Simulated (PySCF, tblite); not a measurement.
# C₄H₈F₂: dynamics, then NMR shifts on frames

Aim: move C₄H₈F₂ (`CC(C)(F)CF`) away from its starting geometry and see how NMR shifts follow the geometry.

The runs use tblite 0.8.0 and PySCF 2.14.0, with density-fitted response routines of our own; the level of theory stands in each step. All values are computed, except where a source is named. Atoms count from 0, in the outputs and in this text.

## (1) The molecule as given

14 atoms, charge 0, multiplicity 1; geometry from: GFN2-xTB.

Bonds of the start (Å): C0–C1 1.52, C1–C2 1.52, C1–F3 1.40, C1–C4 1.54, C4–F5 1.37, C0–H6 1.09, C0–H7 1.09, C0–H8 1.09, C2–H9 1.09, C2–H10 1.09, C2–H11 1.09, C4–H12 1.09, C4–H13 1.09.

## (2) Thermal motion with GFN2-xTB

What the job is given:

```
{"job": {"kind": "md", "xc": "GFN2-xTB", "basis": "xTB", "temperature": 300, "steps": 2000, "every": 50, "frames": 5}, "charge": 0, "multiplicity": 1}
C      1.379807    -0.457271     0.125833
C     -0.070974    -0.036506    -0.066715
C     -1.047598    -0.973092     0.631456
F     -0.352576    -0.057378    -1.433914
C     -0.288962     1.421160     0.364361
F      0.004305     1.571345     1.693138
H      1.514430    -1.488427    -0.189983
H      2.034076     0.176681    -0.468135
H      1.647523    -0.364148     1.174421
H     -0.912933    -0.901198     1.706944
H     -0.874515    -1.998425     0.314607
H     -2.070079    -0.699820     0.380131
H      0.370146     2.090413    -0.197256
H     -1.333328     1.716192     0.222971
```

Level: GFN2-xTB Langevin dynamics, gas phase.

On the command line:

```sh
$ OMP_NUM_THREADS=1 python probes_run.py task.json out
```

This one command runs all jobs of the session in turn.

Standard output:

```text
t/fs     T/K      E/eV
    0.0   232.4   -601.87213
   25.0   140.5   -601.56663
   50.0   227.8   -601.67984
   75.0   173.1   -601.47736
  100.0   201.7   -601.47348
  125.0   219.4   -601.60432
  150.0   228.9   -601.60527
  175.0   229.4   -601.58676
  200.0   269.6   -601.60546
  225.0   262.2   -601.53971
  250.0   214.8   -601.49291
  275.0   214.5   -601.40630
  300.0   178.6   -601.57615
  325.0   242.4   -601.64650
  350.0   237.5   -601.45111
  375.0   290.2   -601.55847
  400.0   175.5   -601.50466
  425.0   294.4   -601.58419
  450.0   277.7   -601.41218
  475.0   323.5   -601.47142
  500.0   255.3   -601.35526
  525.0   304.0   -601.44960
  550.0   325.6   -601.39631
  575.0   292.9   -601.22239
  600.0   336.0   -601.21443
  625.0   297.4   -601.31565
  650.0   315.6   -601.40640
  675.0   311.6   -601.39061
  700.0   361.5   -601.36043
  725.0   371.9   -601.24160
  750.0   381.2   -601.44867
  775.0   300.0   -601.46842
  800.0   372.9   -601.25480
  825.0   319.4   -601.39328
  850.0   265.2   -601.35694
  875.0   289.5   -601.42046
  900.0   246.4   -601.29658
  925.0   302.2   -601.32337
  950.0   407.2   -601.38940
  975.0   260.3   -601.18424
 1000.0   302.8   -601.30545
```

It took 5.3 s on 1 thread of Intel Xeon 6975P-C, shared host; peak memory 0.19 GiB.

Distance from the start (root mean square after alignment): 0 fs 0.00 Å, 200 fs 0.17 Å, 400 fs 0.12 Å, 600 fs 0.25 Å, 800 fs 0.11 Å, 1000 fs 0.28 Å.

Positions (Å) and forces (eV/Å) at 1000 fs:

```xyz
14

C     1.220   -1.202    1.227    0.292    0.060    0.560
C     0.145   -0.548    0.335    2.361   -1.349   -1.185
C    -0.965   -1.399   -0.204   -1.808    0.966    2.361
F     0.888   -0.199   -0.908   -0.753    0.333    1.424
C    -0.326    0.673    1.010   -1.553    2.198    0.181
F    -0.726    0.519    2.349    0.322   -0.261   -1.181
H     1.305   -2.291    1.072   -0.036    0.663    0.104
H     2.207   -0.715    1.079   -0.608   -0.403   -0.421
H     1.014   -0.957    2.286   -0.228   -0.573   -0.481
H    -1.751   -1.500    0.617    0.837    0.017   -1.005
H    -0.666   -2.339   -0.501    0.822   -1.988   -0.464
H    -1.410   -0.923   -1.048   -0.370    0.505   -0.477
H     0.415    1.466    1.010    0.440    0.072    0.120
H    -1.209    1.092    0.462    0.282   -0.238    0.465
```

## (3) NMR shieldings: 250 fs, PBE0/pcSseg-1

What the job is given:

```
{"job": {"kind": "nmr", "xc": "PBE0", "basis": "pcSseg-1", "pop": false}, "charge": 0, "multiplicity": 1}
C      1.164500    -1.070500    -0.068800
C     -0.225600    -0.415400    -0.080000
C     -1.299600    -1.507100     0.171400
F     -0.439800     0.057900    -1.333500
C     -0.320700     0.843700     0.718300
F      0.029600     0.614200     2.032700
H      1.224000    -1.649900    -0.955100
H      1.962400    -0.387600     0.012000
H      1.256800    -1.649000     0.860800
H     -1.079400    -2.113000     1.017700
H     -1.343200    -2.217200    -0.683400
H     -2.295400    -1.081500     0.143400
H      0.363000     1.563600     0.285300
H     -1.336000     1.321800     0.769700
```

With the program's defaults for keys left out, this is: GIAO PBE0/pcSseg-1 NMR shielding, non-relativistic, gas phase.

Standard output:

```text
coarse grid: 11480 points
cycle   1  E = -356.3716984453  dE =  5.719e-01  |g| = 6.618e-01  |ddm| = 3.013e+00
cycle   2  E = -356.3252397061  dE =  4.646e-02  |g| = 8.843e-01  |ddm| = 9.848e-01
cycle   3  E = -356.4470865051  dE = -1.218e-01  |g| = 7.248e-02  |ddm| = 5.969e-01
cycle   4  E = -356.4480247528  dE = -9.382e-04  |g| = 2.821e-02  |ddm| = 6.717e-02
cycle   5  E = -356.4482012738  dE = -1.765e-04  |g| = 3.481e-03  |ddm| = 2.301e-02
cycle   6  E = -356.4482035149  dE = -2.241e-06  |g| = 1.147e-03  |ddm| = 3.364e-03
final grid: 111016 points
cycle   7  E = -356.4980902908  dE = -4.711e-05  |g| = 8.504e-03  |ddm| = 2.477e-02
cycle   8  E = -356.4980816729  dE =  8.618e-06  |g| = 1.112e-02  |ddm| = 1.420e-02
cycle   9  E = -356.4981064446  dE = -2.477e-05  |g| = 1.073e-03  |ddm| = 7.647e-03
cycle  10  E = -356.4981066280  dE = -1.834e-07  |g| = 2.217e-04  |ddm| = 8.274e-04
cycle  11  E = -356.4981066361  dE = -8.160e-09  |g| = 3.470e-05  |ddm| = 1.429e-04
cycle  12  E = -356.4981066364  dE = -2.215e-10  |g| = 1.341e-05  |ddm| = 3.747e-05
converged SCF energy = -356.4981066364

GIAO shielding tensors (ppm)
atom      isotropic    diamagn.    paramagn.     s11        s22        s33       span
  0 C      161.247     249.134     -87.887    142.620    150.520    190.600     47.979
  1 C       98.026     241.684    -143.658     63.169     83.792    147.116     83.947
  2 C      158.117     246.884     -88.767    138.156    143.340    192.856     54.700
  3 F      371.602     476.775    -105.173    353.169    372.946    388.692     35.523
  4 C       94.504     242.507    -148.003     70.213     75.751    137.549     67.337
  5 F      428.133     472.484     -44.351    401.588    420.365    462.446     60.858
  6 H       30.663      30.826      -0.163     27.059     29.051     35.878      8.819
  7 H       31.036      31.606      -0.570     27.419     28.663     37.024      9.605
  8 H       30.103      29.960       0.144     26.502     28.525     35.282      8.780
  9 H       30.712      29.902       0.810     27.124     28.693     36.319      9.195
 10 H       29.570      29.037       0.533     26.377     27.803     34.529      8.152
 11 H       30.341      29.552       0.789     26.353     28.001     36.669     10.316
 12 H       27.274      30.070      -2.795     24.199     28.142     29.482      5.283
 13 H       26.326      28.631      -2.305     23.021     26.605     29.351      6.330
```

Run time: 9 s. Hardware: 1 thread of Intel Xeon 6975P-C, shared host; peak memory 0.69 GiB.

Shifts follow as δ = σ(reference) − σ, with reference shieldings (ppm) from runs at the same level and on the same kind of geometry: 1H TMS 31.72, 13C TMS 186.9, 19F CFCl3 170.9. The references are single molecules in the gas phase, so shifts against H2O, NH3, PH3, H3PO4 or CFCl3 are not on the usual liquid scales and can be off by tens of ppm. Each atom is listed at this fixed geometry, with no averaging over motion; a spectrum would average atoms that exchange fast.

| atoms | environment | σ (ppm) | δ (ppm) |
| --- | --- | --- | --- |
| C4 | sp3 CH2 bonded to F | 94.5 | 92.4 |
| C1 | fully substituted sp3 carbon bonded to F | 98.0 | 88.9 |
| C2 | methyl carbon | 158.1 | 28.8 |
| C0 | methyl carbon | 161.2 | 25.7 |
| H13 | hydrogen on an sp3 CH2 bonded to F | 26.33 | 5.39 |
| H12 | hydrogen on an sp3 CH2 bonded to F | 27.27 | 4.44 |
| H10 | hydrogen on a methyl carbon | 29.57 | 2.15 |
| H8 | hydrogen on a methyl carbon | 30.10 | 1.61 |
| H11 | hydrogen on a methyl carbon | 30.34 | 1.38 |
| H6 | hydrogen on a methyl carbon | 30.66 | 1.05 |
| H9 | hydrogen on a methyl carbon | 30.71 | 1.00 |
| H7 | hydrogen on a methyl carbon | 31.04 | 0.68 |
| F3 | fluorine on an sp3 carbon | 371.6 | -200.7 |
| F5 | fluorine on an sp3 carbon | 428.1 | -257.2 |

## (4) Shielding tensors: 425 fs, PBE0/pcSseg-1

What the job is given:

```
{"job": {"kind": "nmr", "xc": "PBE0", "basis": "pcSseg-1", "pop": false}, "charge": 0, "multiplicity": 1}
C      1.324800    -1.119500    -0.239800
C     -0.103100    -0.576100    -0.136200
C     -1.055800    -1.683400     0.015600
F     -0.379100     0.189600    -1.378200
C     -0.187600     0.413400     1.045400
F     -0.014600    -0.267400     2.258000
H      1.449600    -1.752700    -1.107200
H      2.076400    -0.300400    -0.319400
H      1.575700    -1.695500     0.671800
H     -1.016800    -1.988800     1.035800
H     -0.781400    -2.488000    -0.647400
H     -2.100200    -1.393200    -0.197200
H      0.555900     1.181500     0.973000
H     -1.222000     0.880000     1.081500
```

With the program's defaults for keys left out, this is: GIAO PBE0/pcSseg-1 NMR shielding, non-relativistic, gas phase.

Standard output:

```text
coarse grid: 11480 points
cycle   1  E = -356.3689303345  dE =  3.948e-01  |g| = 6.862e-01  |ddm| = 2.973e+00
cycle   2  E = -356.2892995437  dE =  7.963e-02  |g| = 1.017e+00  |ddm| = 1.089e+00
cycle   3  E = -356.4506504721  dE = -1.614e-01  |g| = 9.575e-02  |ddm| = 6.918e-01
cycle   4  E = -356.4523687480  dE = -1.718e-03  |g| = 3.614e-02  |ddm| = 8.589e-02
cycle   5  E = -356.4526327425  dE = -2.640e-04  |g| = 8.619e-03  |ddm| = 2.943e-02
cycle   6  E = -356.4526432026  dE = -1.046e-05  |g| = 3.427e-03  |ddm| = 7.477e-03
cycle   7  E = -356.4526450114  dE = -1.809e-06  |g| = 2.813e-04  |ddm| = 2.122e-03
final grid: 111016 points
cycle   8  E = -356.5023277376  dE = -5.052e-05  |g| = 8.492e-03  |ddm| = 2.637e-02
cycle   9  E = -356.5023153573  dE =  1.238e-05  |g| = 1.195e-02  |ddm| = 1.487e-02
cycle  10  E = -356.5023446301  dE = -2.927e-05  |g| = 1.495e-03  |ddm| = 8.214e-03
cycle  11  E = -356.5023449816  dE = -3.515e-07  |g| = 2.776e-04  |ddm| = 1.122e-03
cycle  12  E = -356.5023449930  dE = -1.137e-08  |g| = 8.674e-05  |ddm| = 2.051e-04
cycle  13  E = -356.5023449940  dE = -9.754e-10  |g| = 2.958e-05  |ddm| = 7.315e-05
converged SCF energy = -356.5023449940

GIAO shielding tensors (ppm)
atom      isotropic    diamagn.    paramagn.     s11        s22        s33       span
  0 C      155.596     249.525     -93.929    133.704    148.256    184.829     51.125
  1 C       80.108     240.696    -160.588     35.674     50.899    153.751    118.078
  2 C      165.341     249.397     -84.056    146.480    161.009    188.535     42.055
  3 F      322.505     476.882    -154.377    270.715    298.014    398.787    128.072
  4 C       93.484     245.773    -152.289     66.204     77.500    136.749     70.546
  5 F      412.174     472.548     -60.374    378.780    405.917    451.825     73.045
  6 H       30.165      30.085       0.081     26.556     28.473     35.467      8.911
  7 H       29.602      29.852      -0.250     25.830     27.215     35.761      9.931
  8 H       29.651      29.596       0.055     26.181     28.276     34.495      8.314
  9 H       30.474      30.362       0.113     26.088     30.246     35.090      9.003
 10 H       30.460      29.700       0.760     25.893     29.816     35.670      9.776
 11 H       29.836      29.009       0.827     26.172     26.821     36.516     10.343
 12 H       27.415      30.794      -3.379     24.290     27.759     30.194      5.904
 13 H       26.379      28.970      -2.590     22.852     26.378     29.909      7.058
```

It took 8.6 s on 1 thread of Intel Xeon 6975P-C, shared host; peak memory 0.69 GiB.

In short: δ C1 106.8, C4 93.4, C0 31.3, C2 21.6, H13 5.34, H12 4.30 ppm.

(Part 1 of 2 ends here.)
